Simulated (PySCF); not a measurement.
Computed NMR parameters against published values

Cartesian coordinates in Å; atom numbers follow the order of the lines, from 1:
```xyz
4

C    -0.624    0.025   -0.031
C     0.516   -0.018   -0.380
F     1.743   -0.067   -0.754
H    -1.624    0.065    0.270
```

- GIAO PBE0/pcSseg-1 shieldings
- GFN2-xTB structure
- code: PySCF 2.14
- isolated molecule, no relativistic terms, single conformer

Reference values: CCSD(T)/cc-pCVQZ (gas (isolated, no vibration); M. Glasbrenner, PhD thesis, LMU Munich (RPA NMR shieldings paper, SI)).
| atoms | quantity | reference | computed |
| --- | --- | --- | --- |
| C1 | σ 13C | 180.5 | 169.5 |
| C2 | σ 13C | 101.0 | 89.1 |
| F3 | σ 19F | 422.6 | 394.6 |
| H4 | σ 1H | 30.50 | 30.99 |

Reference values: CCSD(T)/13s9p4d3f (gas (isolated, no vibration); M. E. Harding, PhD thesis, Mainz 2008 (Harding, Lenhart, Auer, Gauss, JCP 2008, 128, 244111)).
| atoms | quantity | reference | computed |
| --- | --- | --- | --- |
| F3 | σ 19F | 422.8 | 394.6 |

Reference values: CCSD(T)/13s9p4d3f + vibration and temperature (MP2) (gas, 300 K; M. E. Harding, PhD thesis, Mainz 2008 (Harding, Lenhart, Auer, Gauss, JCP 2008, 128, 244111)).
```json
{"atoms": "F3", "quantity": "σ 19F", "reference": "414.2", "computed": "394.6"}
```

Reference values: CCSD(T)/aug-cc-pCV[TQ]Z extrapolated (gas (isolated, no vibration); Teale, Lutnaes, Helgaker, Tozer, Gauss, JCP 2013, 138, 024111, as tabulated in M. Glasbrenner, PhD thesis, LMU Munich (SI Table 24)).
```json
{"atoms": "C1", "quantity": "σ 13C", "reference": "179.9", "computed": "169.5"}
{"atoms": "C2", "quantity": "σ 13C", "reference": "100.1", "computed": "89.1"}
{"atoms": "F3", "quantity": "σ 19F", "reference": "423.5", "computed": "394.6"}
{"atoms": "H4", "quantity": "σ 1H", "reference": "30.50", "computed": "30.99"}
```

Absolute shieldings are compared as such; zero-point and thermal motion, absent here, lowers them by some tenths of a ppm for H, a few ppm for C and up to about 10 ppm for F.

Q: How far are the unscaled 13C shieldings from the references?

A: Mean signed difference -11.08 ppm, mean absolute 11.08 ppm over 4 comparisons; the largest is -11.9 ppm at C2 (alkyne carbon).

Q: How far are the unscaled 19F shieldings from the references?

A: Mean signed difference -26.17 ppm, mean absolute 26.17 ppm over 4 comparisons; the largest is -28.9 ppm at F3 (fluorine bonded to C).

Q: How far are the unscaled 1H shieldings from the references?

A: Mean signed difference +0.49 ppm, mean absolute 0.49 ppm over 2 comparisons; the largest is +0.49 ppm at H4 (hydrogen on a terminal alkyne carbon).

10 of the 36 published NMR values on file for this molecule are compared. The rest: other calculations.
